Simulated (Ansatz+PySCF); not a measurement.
A calculation with Ansatz (development build ahead of 0.2.0).

```yaml
crystal:
  periodic: [false, false, false]
  atoms:
    - { symbol: H, position_ang: [0.0, -1.2411, -1.25187] }
    - { symbol: C, position_ang: [0.0, -0.15865, -1.1831] }
    - { symbol: C, position_ang: [0.0, 0.45554, 0.0] }
    - { symbol: C, position_ang: [0.0, -0.15865, 1.1831] }
    - { symbol: H, position_ang: [0.0, 0.40008, 2.11019] }
    - { symbol: H, position_ang: [0.0, 0.40008, -2.11019] }
    - { symbol: H, position_ang: [0.0, 1.54381, 0.0] }
    - { symbol: H, position_ang: [0.0, -1.2411, 1.25187] }
basis:
  gaussian: { orbitals: cc-pVTZ }
magnetization:
  initial_magnetization: 1
hamiltonian:
  xc: hf
correlation:
  method: mp2
  frozen_orbitals: { C: 1, H: 0 }
output:
  forces: true
```

The input is written out in the form of the current development build from the run's settings. Correlation on restricted open-shell orbitals is semicanonical, with singles.

The run gave:

```json
{
 "Converged": "yes",
 "Reference energy": "-116.48492 hartree",
 "Correlation energy": "-0.49107 hartree",
 "Total energy": "-116.97599 hartree",
 "Spin squared of the determinant": "0.750",
 "Stability test": "minimum among restricted orbitals",
 "Occupied orbitals by symmetry in an Abelian subgroup (alpha; beta)": "6 A1 1 A2 1 B1 4 B2; 6 A1 1 B1 4 B2"
}
```

Forces (eV/Å):
```json
{"atom": "H1", "Fx": "0.000", "Fy": "0.088", "Fz": "0.004"}
{"atom": "C2", "Fx": "0.000", "Fy": "-1.237", "Fz": "-2.680"}
{"atom": "C3", "Fx": "0.000", "Fy": "2.626", "Fz": "0.000"}
{"atom": "C4", "Fx": "0.000", "Fy": "-1.237", "Fz": "2.680"}
{"atom": "H5", "Fx": "0.000", "Fy": "-0.111", "Fz": "-0.077"}
{"atom": "H6", "Fx": "0.000", "Fy": "-0.111", "Fz": "0.077"}
{"atom": "H7", "Fx": "0.000", "Fy": "-0.106", "Fz": "0.000"}
{"atom": "H8", "Fx": "0.000", "Fy": "0.088", "Fz": "-0.004"}
```
